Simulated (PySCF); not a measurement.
A TDDFT job was run through a driver script with this input:

```
{"job": {"kind": "uv", "xc": "CAM-B3LYP", "basis": "def2-SVPD", "ip": true}, "charge": 0, "multiplicity": 1}
F      0.168427     1.113822    -1.396183
C     -0.093032     0.656724    -0.134962
C      1.114020     0.130950     0.630132
S      0.030328    -1.112221     1.443089
C     -0.908937    -0.627290    -0.061688
H     -0.589357     1.461322     0.433436
H      1.634820     0.826203     1.302513
H      1.833709    -0.355175    -0.047229
H     -0.676365    -1.296058    -0.905303
H     -1.996584    -0.534735     0.061613
```

The program printed:

```
coarse grid: 9072 points
cycle   1  E = -614.8672856465  dE =  6.523e-01  |g| = 4.651e-01  |ddm| = 3.960e+00
cycle   2  E = -614.8572397638  dE =  1.005e-02  |g| = 5.786e-01  |ddm| = 1.127e+00
cycle   3  E = -614.9121685639  dE = -5.493e-02  |g| = 4.295e-02  |ddm| = 5.185e-01
cycle   4  E = -614.9125282999  dE = -3.597e-04  |g| = 1.848e-02  |ddm| = 8.663e-02
cycle   5  E = -614.9126107873  dE = -8.249e-05  |g| = 5.070e-03  |ddm| = 3.435e-02
cycle   6  E = -614.9126177798  dE = -6.992e-06  |g| = 9.964e-04  |ddm| = 1.048e-02
final grid: 83840 points
cycle   7  E = -614.9851813338  dE = -2.036e-05  |g| = 3.511e-03  |ddm| = 4.065e-02
cycle   8  E = -614.9851803087  dE =  1.025e-06  |g| = 4.477e-03  |ddm| = 7.332e-03
cycle   9  E = -614.9851835083  dE = -3.200e-06  |g| = 1.471e-04  |ddm| = 3.416e-03
cycle  10  E = -614.9851835149  dE = -6.522e-09  |g| = 5.456e-05  |ddm| = 4.893e-04
cycle  11  E = -614.9851835158  dE = -9.004e-10  |g| = 1.437e-05  |ddm| = 1.455e-04
converged SCF energy = -614.9851835158

Static polarisability (au): isotropic 55.203, principal 48.169 56.048 61.391

Singlet excitations
state   eV       nm        f      main configurations
  1   4.8038    258.1   0.00013   H->L 0.88, H->L+5 0.11
  2   6.0205    205.9   0.02216   H->L+1 0.80, H->L+2 0.15
  3   6.5769    188.5   0.02166   H->L+2 0.81, H->L+1 0.13
  4   6.8568    180.8   0.04490   H->L+3 0.96
  5   7.5285    164.7   0.00384   H->L+5 0.78, H->L 0.11
  6   7.6486    162.1   0.04234   H-1->L 0.85
  7   7.9194    156.6   0.00363   H->L+4 0.79, H->L+8 0.12
  8   8.3375    148.7   0.06985   H-1->L+1 0.33, H->L+8 0.32, H->L+7 0.24
  9   8.3712    148.1   0.07136   H-1->L+1 0.53, H->L+8 0.19, H->L+7 0.14
 10   8.4491    146.7   0.00355   H->L+6 0.91

Triplet excitations (Tamm-Dancoff, eV): 4.3137 5.4775 6.3196 6.4786
Vertical ionisation energy (delta-SCF) = 9.1165 eV
```

Method used: TDDFT CAM-B3LYP/def2-SVPD, vertical, gas phase, core orbitals frozen in the response in PySCF. One conformer (not necessarily the lowest) at the PBE0-D3(BJ)/def2-SVP geometry, without solvent, vibrations or thermal averaging.

Question: Which orbital energies lie behind H and L?

Answer: HOMO -8.12 eV and LUMO 0.75 eV, a gap of 8.87 eV; state 1 differs from that by -4.07 eV.

Question: How many basis functions and electrons does this run hold?

Answer: 150 basis functions for 48 electrons in 24 doubly occupied orbitals.

Question: What is the gap between the lowest singlet and the lowest triplet?

Answer: 4.8038 − 4.3137 = 0.4901 eV (full response against Tamm–Dancoff).

Question: Give the energy of state 1 in hartree, cm⁻¹ and kJ/mol.

Answer: 0.17654 hartree, 38745 cm⁻¹, 463.5 kJ/mol.

Question: What is the total energy of state 1 at this geometry?

Answer: -614.98518 + 0.17654 = -614.80864 hartree.

Question: Write the structure that the coordinates describe.

Answer: `S1CC(C1)F` (C3H5FS), point group Cs.

The SCF starts on a coarse grid; the energy jumps when the final grid takes over, and dE counts afresh there. H and L stand for HOMO and LUMO.

Hardware: an Arm Neoverse V2 with one thread, on a shared host. Cost: 24 s of wall time.
